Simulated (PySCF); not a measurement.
Reaction (SMILES): N#P (N-P) + 3 [H][H] (H2) → N (NH3) + P (PH3)
B3LYP-D3(BJ)/def2-TZVP geometries, fixed; electronic energies without zero-point terms.

Effect of the grid level at PBE/def2-TZVP with PySCF, against the last row, where the energy of full hydrogenation is -69.30 kcal/mol.

| setting | grid points, largest species | largest shift of a total energy (mEh) | shift of the energy of full hydrogenation (kcal/mol) |
|---|---|---|---|
| grids.level: 0 | 2928 | -5.952 | -5.173 |
| grids.level: 1 | 12536 | 0.009 | -0.007 |
| grids.level: 2 | 27112 | 0.001 | 0.001 |
| grids.level: 3 | 43328 | -0.001 | 0.001 |
| grids.level: 4 | 75000 | 0.000 | 0.000 |
| grids.level: 5 | 112736 | 0.000 | 0.000 |
| grids.level: 7 | 235424 | 0.000 | 0.000 |

Within 0.1 kcal/mol in the energy of full hydrogenation: grids.level: 1; grids.level: 2; grids.level: 3; grids.level: 4; grids.level: 5. The largest shift is 5.952 mEh in a total energy and 5.173 kcal/mol in the difference.
